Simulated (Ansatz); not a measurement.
**BeNa (doublet): from Hartree-Fock to the top rungs, def2-QZVPP**

The task here is to estimate one member of a computed series from the others.

Method: def2-QZVPP, core rule «outside noble gas», up to 6 orbitals frozen; program: Ansatz 0.2.0, Gaussian basis.

Plan: UHF; ROHF; CCSD(T) on UHF.

## The system

The geometry is a PBE0/def2-TZVP stationary point (not a proven minimum) of the parent state, kept for this charge and spin.

2 atoms, charge 0, spin multiplicity 2.

Atoms are counted from 1 here; the program's logs count them from 0.

No contacts short enough for the rule that draws bonds.

The first run:

Contents of in.yaml:

```yaml
crystal:
  periodic: [false, false, false]
  atoms:
    - {symbol: Be, position_ang: [0.000000, 0.000000, 0.000000]}
    - {symbol: Na, position_ang: [0.000000, 0.000000, 2.903600]}
basis:
  gaussian: {orbitals: "def2-QZVPP.json"}
magnetization: {spin_polarized: true, initial_magnetization: 1}
hamiltonian: {xc: hf}
output: {orbitals: {seedname: orbitals}}
```

Command:

```sh
$ ansatz run in.yaml --threads 1 --pin off --events-out ev --progress --plain --max-ram 2393MiB
```

Among the steps run: UHF; ROHF; CCSD(T) on UHF.

One table of the session follows, with a row left open; its other results are not shown here.

```
  method  from UCCSD(T) (meV)
    ROHF                    ?
     UHF              +1324.1
    UMP2               +583.6
   UCCSD                +29.7
UCCSD(T)                    0
```

Q: Estimate the row for ROHF from the others.

As computed: from UCCSD(T) (meV): +1505.9. In the column «from UCCSD(T) (meV)» it is the highest.
